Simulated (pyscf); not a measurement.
PySCF, gas phase, ωB97X-D3(BJ)/def2-SVP geometries.

**Question.** Estimate the classical barrier height and the reaction energy of CH₄ + InH₃ -> H₃C–InH₂ + H₂ at ωB97M-D3(BJ)/def2-TZVP. The step runs on the singlet surface, breaks C–H, H–In and forms C–In, H–H; take the separated reactants as zero.

**Answer.** ΔE‡ = 46.3 kcal/mol, ΔE = +12.3 kcal/mol. Zero-point energy shifts the barrier by -0.6 kcal/mol. It is a four-centre exchange, with an imaginary mode of 1625i cm⁻¹. At the saddle there is also a short H–In contact that neither side keeps. One saddle was located; it need not be the lowest between these sides. Elements past Kr carry the def2 core potentials, without spin-orbit coupling.
